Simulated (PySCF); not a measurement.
SiH4, SMILES [SiH4].

Geometry optimised at ωB97X-D3(BJ)/def2-TZVPD. The isomer is the one that the SMILES or the coordinates give; other isomers of the formula were not compared.

These are ωB97X-D3(BJ)/def2-TZVPD (PySCF 2.14.0) values and carry that method's errors.

Frequencies are harmonic and unscaled.

Modes within 1.5 cm⁻¹ of each other (mostly degenerate sets) share a row, with their intensities summed.

```tsv
mode	ν (cm⁻¹)	IR (km/mol)	moving atoms (share of kinetic energy)
1–3	931	410.8	H 92 %, Si 8 %
4–5	984	0.0	H 100 %
6	2261	0.0	H 100 %
7–9	2264	368.2	H 96 %
```
